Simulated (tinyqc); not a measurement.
UHF in the sto-3g basis, for H3O+, spin multiplicity 1, step by step. One step of it, computed by the program tinyqc.

Problem. Iteration 2: DIIS coefficients. Solve [B -1; -1 0][c; lambda] = [0; -1] for the coefficients, which sum to one.

B (overlaps of the stored error matrices):
```
               1              2
1  9.7103457e-01  4.0527270e-03
2  4.0527270e-03  1.0566420e-01
```

Give: DIIS coefficients.

Solution.

DIIS coefficients: 0.095  0.905
